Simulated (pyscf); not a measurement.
F–SiH₃ + F–C(F)(F)–SiH₃ → disilane (H₃Si–SiH₃) + tetrafluoromethane (F–C(F)(F)–F), a four-centre exchange (singlet surface; F–Si, C–Si broken, Si–Si, C–F formed). Single points on ωB97X-D3(BJ)/def2-SVP structures (PySCF, gas phase). Energies in kcal/mol from the separated reactants.

AM1 to PM7: differences of heats of formation from MOPAC. 

Q: In single points PM3 puts the saddle at 94.7 kcal/mol and the reaction energy at +18.2 kcal/mol. Should these be trusted to within a few kcal/mol? Compare with ωB97M-D3(BJ)/def2-TZVP.

A: ωB97M-D3(BJ)/def2-TZVP gives ΔE‡ = 124.7 kcal/mol and ΔE = +29.1 kcal/mol. PM3 lies 30.0 kcal/mol under it in the barrier and 10.9 kcal/mol under it in the reaction energy, so on this step it does not hold to within 3.0 kcal/mol. ωB97M-D3(BJ)/def2-TZVP has limits of its own. At the saddle there is also a short F–Si contact that neither side keeps. From the product side, SiH₃• + SiH₃• + F–C(F)(F)–F lies, by one bond made or cut, 15.9 kcal/mol under this saddle at ωB97M-D3(BJ). The same reactants have a lower exit, to F–C•(F)–F + SiH₃• + F–SiH₃ (no saddle counted: cutting one bond costs +88.4 kcal/mol at ωB97M-D3(BJ), against +124.7 kcal/mol here). One saddle was located; it need not be the lowest between these sides. A restricted solution here is unstable towards spin polarisation, so biradical character is likely and single-reference numbers are less safe.
